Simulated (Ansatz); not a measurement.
# How close CCSD(T) comes to the exact answer in a basis

Each species is computed at the geometry given (Å), with frozen cores, in Ansatz 0.2.0: RHF-CCSD(T) for singlets, UHF-CCSD(T) otherwise, and full CI in the same basis. The program picks the determinant by trial CCSD, so it needn't be the lowest Hartree–Fock solution. States: BS Π, HSi–CH⁺ A'', AlN⁺ Σ⁻ or Δ, AlH3⁺ B2. Cases whose determinant has another symmetry than full CI's state, or whose (Q) step broke down, weren't drawn.

**Question.** Judging by size, spin and bonding and the diagnostics given, rank them by the size of CCSD(T)'s error in total energy against full CI in the same basis, smallest first (an estimate).
A. AlH3⁺, doublet, aug-cc-pVDZ: Al 0.000 0.000 0.000; H 1.586 0.015 0.000; H -0.806 1.366 -0.003; H -0.780 -1.381 0.003. T1 0.031, (T) -36 meV in a correlation energy of -2.27 eV
B. AlN⁺, quartet, cc-pVDZ: Al 0.000 0.000 0.000; N 0.000 0.000 1.789. T1 0.027, (T) -105 meV in a correlation energy of -3.98 eV
C. HSi–CH⁺, doublet, 6-31G: Si 0.000 -0.101 0.500; C 0.000 0.165 -1.115; H 0.000 0.996 1.498; H 0.000 -0.145 -2.148. T1 0.093, (T) -129 meV in a correlation energy of -3.53 eV
D. BS, doublet, cc-pVDZ: B 0.000 0.000 0.000; S 0.000 0.000 4.270. T1 0.010, (T) -54 meV in a correlation energy of -4.45 eV

**Answer.** A (16.7 meV), B (31.0 meV), D (50.0 meV), C (83.0 meV).

| species | basis | correlated electrons | CCSD(T) − full CI (meV) | CCSDT(Q) − full CI (meV) | unpaired electrons (full CI) | T1 | ⟨S²⟩ of the determinant |
| --- | --- | --- | --- | --- | --- | --- | --- |
| AlH3⁺, doublet | aug-cc-pVDZ | 5 | 16.7 | 0.0 | 1.05 | 0.031 | 0.84 |
| AlN⁺, quartet | cc-pVDZ | 7 | 31.0 | -2.8 | 3.05 | 0.027 | 3.80 |
| BS, doublet | cc-pVDZ | 9 | 50.0* | 20.6 | 3.24 | 0.010 | 1.76 |
| HSi–CH⁺, doublet | 6-31G | 9 | 83.0 | 2.0 | 1.26 | 0.093 | 1.46 |

Unpaired electrons are Σ n²(2−n)² over natural occupations; an open shell counts its own unpaired electrons too. Frozen cores follow each run's orbitals, which moves totals by a few meV. No single determinant describes BS, doublet well, by full CI's occupations. An asterisk marks runs whose energy the program itself flagged as in doubt.
